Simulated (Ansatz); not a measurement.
**CH2NSi (SMILES N#C[SiH2]): UCCSD/STO-3G**

Aim: the energy change on altering one bond length of CH2NSi at UCCSD/STO-3G, from 2 runs. 

The calculation is run with Ansatz 0.2.0.

74 further runs of the same task are left out: 5 that didn't finish, 69 set aside as unsound or not needed.

### 1 The structure to begin with

The species is CH2NSi (5 atoms), meant as a doublet with charge 0. SMILES: `N#C[SiH2]`. Geometry: relaxed at PBE0-D4/def2-TZVP.

Bond lengths: N1–C2 1.155 Å, C2–Si3 1.830 Å, Si3–H4 1.480 Å, Si3–H5 1.480 Å. Angles: N1–C2–Si3 175.8°, C2–Si3–H4 109.4°, C2–Si3–H5 109.4°, H4–Si3–H5 114.2°.

### 2 A single-point energy at UCCSD/STO-3G

Contents of job.yaml:

```yaml
crystal:
  periodic: [false, false, false]
  atoms:
    - {symbol: "N", position_ang: [1.041800, -1.219200, 1.572300]}
    - {symbol: C, position_ang: [0.565900, -0.625200, 0.703900]}
    - {symbol: Si, position_ang: [-0.092000, 0.267800, -0.751900]}
    - {symbol: H, position_ang: [-1.455400, -0.223000, -1.053700]}
    - {symbol: H, position_ang: [-0.010400, 1.726000, -0.511800]}
basis:
  gaussian:
    orbitals: STO-3G
scf:
  omitted_lower_state_checks: [cluster_reference, increment]
accuracy: high
correlation:
  method: ccsd
  frozen_orbitals: {C: 1, H: 0, "N": 1, Si: 5}
magnetization:
  spin_polarized: true
  initial_magnetization: 1
```

On the command line:

```sh
$ ansatz run job.yaml --threads 1 --pin off --max-ram 2610MiB --events-out events.jsonl --progress --plain --runs-dir runs
```

Standard output, shortened:

```text
Warning: RAYON_NUM_THREADS=1 ignored (pool sized by the plan → 1); use --threads N
Functional definition: HF
  name "HF"
[...]
375 factors; integrals over basis functions are off by at most 1.1e-8 eV
[...]
mean field -10281.93946480 eV, -377.8543059826 hartree, gradient 5.2e-8 eV, S^2 0.901845; 3 other end points of the search recorded, 0 dependent functions left out
7 core orbitals not correlated: weight in the atoms' cores, before any rotation towards them, 1.000 or more for the frozen orbitals, at most 0.000 for the correlated occupied ones
reference -10281.93946480 eV, -377.8543059826 hartree; 8, 7 occupied and 6, 7 virtual orbitals, 375 factors
second order -4.38137366 eV of doubles, -0.00000000 eV of singles
cycle   1  -4.67022634 eV  change   -2.9e-1 eV  update   9.3e-2
[...]
cycle  25  -5.31506362 eV  change  -5.3e-10 eV  update  2.8e-10
Total energy: -10287.25452842 eV, -378.0496309680 hartree
Checks for a lower state left out: cluster_reference, increment
```

Wall time 0.34 s (1 thread of Arm Neoverse V1, shared host).

### 3 The distorted shape at the same level

Contents of job.yaml:

```yaml
crystal:
  periodic: [false, false, false]
  atoms:
    - symbol: "N"
      position_ang: [1.160762, -1.367684, 1.789377]
    - symbol: C
      position_ang: [0.565900, -0.625200, 0.703900]
    - symbol: Si
      position_ang: [-0.092000, 0.267800, -0.751900]
    - symbol: H
      position_ang: [-1.455400, -0.223000, -1.053700]
    - symbol: H
      position_ang: [-0.010400, 1.726000, -0.511800]
basis:
  gaussian:
    orbitals: STO-3G
magnetization:
  spin_polarized: true
  initial_magnetization: 1
scf:
  omitted_lower_state_checks: [cluster_reference, increment]
accuracy: high
correlation:
  method: ccsd
  frozen_orbitals: {C: 1, H: 0, "N": 1, Si: 5}
```

On the command line:

```sh
$ ansatz run job.yaml --threads 1 --pin off --max-ram 2610MiB --events-out events.jsonl --progress --plain --runs-dir runs
```

Standard output, shortened:

```text
Warning: RAYON_NUM_THREADS=1 ignored (pool sized by the plan → 1); use --threads N
[... 2 set-up lines as earlier in the session ...]
[...]
371 factors; integrals over basis functions are off by at most 1.7e-8 eV
[...]
mean field -10280.84762480 eV, -377.8141816027 hartree, gradient 2.0e-8 eV, S^2 2.144180; 3 other end points of the search recorded, 0 dependent functions left out
7 core orbitals not correlated: weight in the atoms' cores, before any rotation towards them, 1.000 or more for the frozen orbitals, at most 0.000 for the correlated occupied ones
reference -10280.84762480 eV, -377.8141816027 hartree; 8, 7 occupied and 6, 7 virtual orbitals, 371 factors
second order -2.31973101 eV of doubles, -0.00000000 eV of singles
cycle   1  -2.86107239 eV  change   -5.4e-1 eV  update   1.0e-1
[...]
cycle  40  -4.71715755 eV  change    1.1e-9 eV  update  8.2e-10
Total energy: -10285.56478235 eV, -377.9875339452 hartree
Checks for a lower state left out: cluster_reference, increment
```

It took 0.5 s on 1 thread of Arm Neoverse V1, shared host.

### 4 Outcome

At UCCSD/STO-3G, 7 core orbitals frozen:

| quantity | value |
| --- | --- |
| first shape: total energy | -378.04963 Eh |
| first shape: correlation energy (7 core orbitals frozen) | -195.3 mEh |
| first shape: ⟨S²⟩ of the reference determinant | 0.902 |
| first shape: T1 diagnostic | 0.038 |
| distorted shape: total energy | -377.98753 Eh |
| distorted shape: correlation energy (7 core orbitals frozen) | -173.4 mEh |
| distorted shape: ⟨S²⟩ of the reference determinant | 2.144 |
| distorted shape: T1 diagnostic | 0.101 |
| energy change with the N1–C2 bond stretched from 1.155 to 1.443 Å | 1.690 eV |

**Reading.** With the N1–C2 bond stretched from 1.155 to 1.443 Å the energy rises by 1.69 eV (39 kcal/mol). The first shape isn't relaxed at this level, so the change isn't measured from a minimum. The minimal basis adds a large error of its own. ⟨S²⟩ (first shape) is 0.90 where a pure doublet has 0.75: the reference is spin-contaminated. ⟨S²⟩ (distorted shape) is 2.14 where a pure doublet has 0.75: the reference is spin-contaminated. The T1 diagnostic (distorted shape) of 0.101 is above the customary mark for such species, so a single reference may not serve.
